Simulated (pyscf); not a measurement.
Elementary routes open to H₂B–F + silane (SiH₄) in the gas phase (singlet surface):
A. H₂B–SiH₃ + hydrogen fluoride (HF) (B–F, H–Si broken; B–Si, F–H formed)
B. borane (BH₃) + F–SiH₃ (B–F, H–Si broken; B–H, F–Si formed)

Structures and frequencies: ωB97X-D3(BJ)/def2-SVP in PySCF. Correlated levels are frozen-core, on RHF or UHF. ΔMP2 is the change of the MP2 total energy from the triple- to the quadruple-zeta basis.

**Question.** Rank the routes by free-energy barrier at 900 K, lowest first, for CCSD(T)/def2-TZVPP + ΔMP2(QZVPP) energies (ideal gas, 1 atm, RRHO with modes under 100 cm⁻¹ raised to 100, one conformer, R ln 2 for rigid chiral ones).

**Answer.** B (202.5 kJ/mol), A (331.7 kJ/mol)

Route B is the fastest of these, ahead of the next by 129.2 kJ/mol. The most stable products are those of B (ΔG = +22.5 kJ/mol), so kinetics and thermodynamics agree. At 298 K B is still the fastest. A: On the product side the descent ends in a complex, 17.3 kJ/mol under the separated species and 55.4 kJ/mol under the saddle at ωB97X-D3(BJ)/def2-TZVP. B: On the product side the descent ends in a complex, 18.2 kJ/mol under the separated species and 55.1 kJ/mol under the saddle at ωB97X-D3(BJ)/def2-TZVP. Only these routes are compared; each barrier is that of the saddle found, and lower ones may exist. The CCSD(T) − MP2 part came from Ansatz, without density fitting, on the same reference.
